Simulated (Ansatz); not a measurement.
Molecular dynamics of C$_{3}$H$_{4}$FN

The input (input.yaml):

```yaml
crystal:
  periodic: [false, false, false]
  atoms:
    - { symbol: "N", position_ang: [-0.476256, 0.840558, 1.34589] }
    - { symbol: C, position_ang: [-0.245752, -0.089067, 0.424303] }
    - { symbol: C, position_ang: [0.954816, -0.72649, 0.151236] }
    - { symbol: C, position_ang: [-0.206372, -0.193385, -1.09769] }
    - { symbol: F, position_ang: [-0.574669, 1.150763, -1.281696] }
    - { symbol: H, position_ang: [-1.230553, 1.359515, 1.113824] }
    - { symbol: H, position_ang: [1.165846, -1.801915, 0.295894] }
    - { symbol: H, position_ang: [1.951285, -0.199999, 0.157881] }
    - { symbol: H, position_ang: [-0.43612, -1.105754, -1.810107] }
magnetization:
  spin_polarized: true
basis:
  gaussian: { orbitals: "6-31G" }
hamiltonian:
  xc: pbe0
  dispersion: d4
md:
  timestep: 0.5
  n_steps: 266
  ensemble: nvt_langevin
  temperature: 500.0
  initial_velocities: maxwell_boltzmann
  seed: 76132
  friction: 0.01
```

Run as:

```bash
$ ansatz run input.yaml --threads 2 --pin off --max-ram 3072MiB --backend cpu --events-out ev --progress --plain --runs-dir out
```

It goes on from the last frame of an earlier run, with new velocities.

Output, in part (step lines, the closing report, with atoms numbered from 0):

```
md step     0: t =     0.00 fs  T =   444.4 K  F+E_penalty+E_count = -7367.84401235 eV  E_kin = 0.517040 eV  (30 SCF iters)
[... lines left out ...]
Total energy: -7370.09569610 eV, -270.8460212015 hartree
Atom 0 at    -0.709671     0.790438     1.742705 Å, force    -0.427483     0.715835    -1.622159 eV/Å
Atom 1 at    -0.326953     0.197430     0.663038 Å, force    -0.335528    -0.920368     2.066882 eV/Å
Atom 2 at     0.523137    -0.959408     0.176895 Å, force     0.473858     0.665315     0.101179 eV/Å
Atom 3 at    -0.560176    -0.283212    -0.687818 Å, force    -1.612375    -0.794029    -0.670269 eV/Å
Atom 4 at    -0.072822     0.625308    -1.638840 Å, force     0.263113    -0.099415    -0.828567 eV/Å
Atom 5 at    -1.522773     1.480986     1.570308 Å, force     1.161760    -1.191345     0.201270 eV/Å
Atom 6 at     0.425721    -1.957185     0.662566 Å, force    -0.203515     0.786190    -0.641230 eV/Å
Atom 7 at     1.542680    -0.748225    -0.224262 Å, force    -0.717119    -0.074910     0.605399 eV/Å
Atom 8 at    -1.492399    -0.825679    -1.074317 Å, force     1.397290     0.912728     0.787494 eV/Å
Dipole moment:    -0.256984    -0.301451    -0.148603 e Å
```

The steps, from the saved trajectory:

| time (fs) | T (K) | potential energy less start (eV) |
| --- | --- | --- |
| 0 | 444 | 0.000 |
| 4 | 533 | -0.201 |
| 8 | 1102 | -0.947 |
| 12 | 1298 | -1.279 |
| 16 | 1170 | -1.239 |
| 20 | 1051 | -1.124 |
| 24 | 1102 | -1.257 |
| 28 | 1250 | -1.385 |
| 32 | 1355 | -1.738 |
| 36 | 1248 | -1.663 |
| 40 | 1016 | -1.597 |
| 44 | 1344 | -2.073 |
| 48 | 1202 | -2.053 |
| 52 | 709 | -1.639 |
| 56 | 621 | -1.604 |
| 60 | 811 | -1.809 |
| 64 | 705 | -1.629 |
| 68 | 756 | -1.740 |
| 72 | 848 | -1.959 |
| 76 | 809 | -1.833 |
| 80 | 707 | -1.665 |
| 84 | 722 | -1.796 |
| 88 | 694 | -1.845 |
| 92 | 513 | -1.616 |
| 96 | 464 | -1.589 |
| 100 | 425 | -1.558 |
| 104 | 414 | -1.578 |
| 108 | 776 | -1.959 |
| 112 | 681 | -1.871 |
| 116 | 731 | -1.935 |
| 120 | 894 | -2.231 |
| 124 | 753 | -1.971 |
| 128 | 778 | -2.001 |
| 132 | 1004 | -2.323 |

The run went to its last step. The mean temperature of the second half is 41 % above the set value. A run of 0.13 ps of so small a system gives no equilibrium averages. Limits of this set-up: no polarisation functions.

The same pairs are bonded in the first frame and the last. Pairs count as bonded within 1.25 times the sum of covalent radii (0.12 Å more for H–H).

Last frame:

```xyz
9
Properties=species:S:1:pos:R:3
N -0.710 0.790 1.743
C -0.327 0.197 0.663
C 0.523 -0.959 0.177
C -0.560 -0.283 -0.688
F -0.073 0.625 -1.639
H -1.523 1.481 1.570
H 0.426 -1.957 0.663
H 1.543 -0.748 -0.224
H -1.492 -0.826 -1.074
```

The run took 12 min on 2 threads of Arm Neoverse N1, on a shared host, peak memory 0.15 GiB.
